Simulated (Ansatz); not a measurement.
# AlFH₄Si (SMILES F[SiH2][AlH2]): one structure at several levels

A test off equilibrium: a structure displaced at random from a GFN2-xTB minimum is computed at several levels, and each is set against CCSD(T).

Method: single points in def2-TZVPP; program: Ansatz 0.2.0, Gaussian basis.

Cores are frozen in the correlated methods.

## 1. Where the work starts

SMILES `F[SiH2][AlH2]`, 7 atoms, charge 0, spin multiplicity 1.

Atoms are counted from 1 here; the program's logs count them from 0.

Bond lengths: F1–Si2 1.706 Å, Si2–Al3 2.507 Å, Si2–H4 1.469 Å, Si2–H5 1.664 Å, Al3–H6 1.605 Å, Al3–H7 1.651 Å. Angles: F1–Si2–Al3 111.6°, F1–Si2–H4 100.5°, F1–Si2–H5 90.3°, Al3–Si2–H4 120.2°, Al3–Si2–H5 123.4°, H4–Si2–H5 104.7°, Si2–Al3–H6 127.1°, Si2–Al3–H7 118.2°, H6–Al3–H7 114.7°.

Geometry (Å):

```xyz
7
charge 0, multiplicity 1
F    -2.2171   -0.0976    0.0868
Si   -0.6991   -0.2418   -0.6791
Al    1.1772    0.3440    0.8774
H    -0.8061   -1.5996   -1.2300
H    -1.2161    0.7540   -1.9078
H     1.1268    1.3681    2.1126
H     2.6386   -0.3897    0.6494
```

## 2. CCSD(T)/def2-TZVPP

The input, run/in.yaml:

```yaml
crystal:
  periodic: [false, false, false]
  atoms:
    - {symbol: F, position_ang: [-2.217100, -0.097600, 0.086800]}
    - {symbol: Si, position_ang: [-0.699100, -0.241800, -0.679100]}
    - {symbol: Al, position_ang: [1.177200, 0.344000, 0.877400]}
    - {symbol: H, position_ang: [-0.806100, -1.599600, -1.230000]}
    - {symbol: H, position_ang: [-1.216100, 0.754000, -1.907800]}
    - {symbol: H, position_ang: [1.126800, 1.368100, 2.112600]}
    - {symbol: H, position_ang: [2.638600, -0.389700, 0.649400]}
basis:
  gaussian: {orbitals: def2-TZVPP}
correlation: {method: ccsd_t}
output: {forces: true}
```

The command line of these runs was not kept.

## 3. PBE0-D4/def2-TZVPP

run/in.yaml, as its differences from that of step 2:

```diff
@@ -12,3 +12,3 @@
   gaussian: {orbitals: def2-TZVPP}
-correlation: {method: ccsd_t}
-output: {forces: true}
+hamiltonian: {xc: pbe0, dispersion: d4}
+output: {forces: true, orbitals: {seedname: orbitals}}
```

## 4. wB97M-V/def2-TZVPP

run/in.yaml, as its differences from that of step 3:

```diff
@@ -12,3 +12,3 @@
   gaussian: {orbitals: def2-TZVPP}
-hamiltonian: {xc: pbe0, dispersion: d4}
-output: {forces: true, orbitals: {seedname: orbitals}}
+hamiltonian: {xc: {name: wB97M-V}}
+output: {forces: true}
```

## 5. r2SCAN-D4/def2-TZVPP

run/in.yaml, as its differences from that of step 4:

```diff
@@ -12,3 +12,3 @@
   gaussian: {orbitals: def2-TZVPP}
-hamiltonian: {xc: {name: wB97M-V}}
+hamiltonian: {xc: r2scan, dispersion: d4}
 output: {forces: true}
```

## 6. PBE-D4/def2-TZVPP

run/in.yaml, as its differences from that of step 5:

```diff
@@ -12,3 +12,3 @@
   gaussian: {orbitals: def2-TZVPP}
-hamiltonian: {xc: r2scan, dispersion: d4}
+hamiltonian: {xc: pbe, dispersion: d4}
 output: {forces: true}
```

## 7. B97M-V/def2-TZVPP

run/in.yaml, as its differences from that of step 6:

```diff
@@ -12,3 +12,3 @@
   gaussian: {orbitals: def2-TZVPP}
-hamiltonian: {xc: pbe, dispersion: d4}
+hamiltonian: {xc: {name: B97M-V}}
 output: {forces: true}
```

## 8. LC-wPBE/def2-TZVPP

run/in.yaml, as its differences from that of step 7:

```diff
@@ -12,3 +12,3 @@
   gaussian: {orbitals: def2-TZVPP}
-hamiltonian: {xc: {name: B97M-V}}
+hamiltonian: {xc: {name: LC-wPBE}}
 output: {forces: true}
```

(Steps that only read results are left out.)

Q: Predict the outcome of this session. Wanted: energy less free atoms, CCSD(T)/def2-TZVPP; RMS force component; RMS force error; HOMO and LUMO, PBE0-D4; T1 diagnostic.

As calculated:

```
                                  quantity                                                                                          value
energy less free atoms, CCSD(T)/def2-TZVPP                                                                                 -1895.8 kJ/mol
                       RMS force component                                                           0.970 to 1.159 eV/Å over the methods
                           RMS force error  PBE0-D4 0.058, wB97M-V 0.068, r2SCAN-D4 0.063, PBE-D4 0.235, B97M-V 0.104, LC-wPBE 0.050 eV/Å
                    HOMO and LUMO, PBE0-D4                                                                             -8.08 and -2.72 eV
                             T1 diagnostic                                                                                          0.013
```

Against CCSD(T) the functionals' energies less atoms differ by -74.1 to -4.6 kJ/mol, PBE-D4 by -28.8 kJ/mol. A larger basis would deepen the CCSD(T) value, while the functionals are nearly converged already, so the order here is not reliable. The forces of LC-wPBE come nearest to CCSD(T), those of PBE-D4 are farthest. Frozen-core CCSD(T) forces in triple zeta carry basis errors of their own, and this is one geometry, so small gaps rank nothing.
